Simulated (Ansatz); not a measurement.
# CH2Al: the cost of one run

Method: def2-QZVPP, core rule «outside noble gas», up to 6 orbitals frozen; program: Ansatz 0.2.0, Gaussian basis.

Plan: UHF; ROHF; CCSD(T) on UHF.

## 1. What is computed

The geometry is a PBE0/def2-TZVP stationary point (not a proven minimum) of the parent state, kept for this charge and spin.

4 atoms, charge 1, spin multiplicity 3.

Atoms are counted from 1 here; the program's logs count them from 0.

Bond lengths: Al1–C2 1.925 Å, Al1–H3 1.580 Å, Al1–H4 1.580 Å. Angles: C2–Al1–H3 117.7°, C2–Al1–H4 117.7°, H3–Al1–H4 124.6°.

## 2. UHF

Input file in.yaml:

```yaml
crystal:
  periodic: [false, false, false]
  atoms:
    - {symbol: Al, position_ang: [0.000000, 0.000000, 0.527635]}
    - {symbol: C, position_ang: [0.000000, 0.000000, -1.397228]}
    - {symbol: H, position_ang: [0.000000, 1.398998, 1.262610]}
    - {symbol: H, position_ang: [0.000000, -1.398998, 1.262610]}
basis:
  gaussian: {orbitals: "def2-QZVPP.json"}
total_charge: 1
magnetization: {spin_polarized: true, initial_magnetization: 2}
hamiltonian: {xc: hf}
output: {orbitals: {seedname: orbitals}}
```

Command:

```sh
ansatz run in.yaml --threads 1 --pin off --events-out ev --progress --plain --max-ram 4096MiB --backend cpu
```

Q: Estimate wall time and peak memory on 1 thread of AMD EPYC 7R13, shared host.

About 13 s, with a peak of 0.4 GiB.
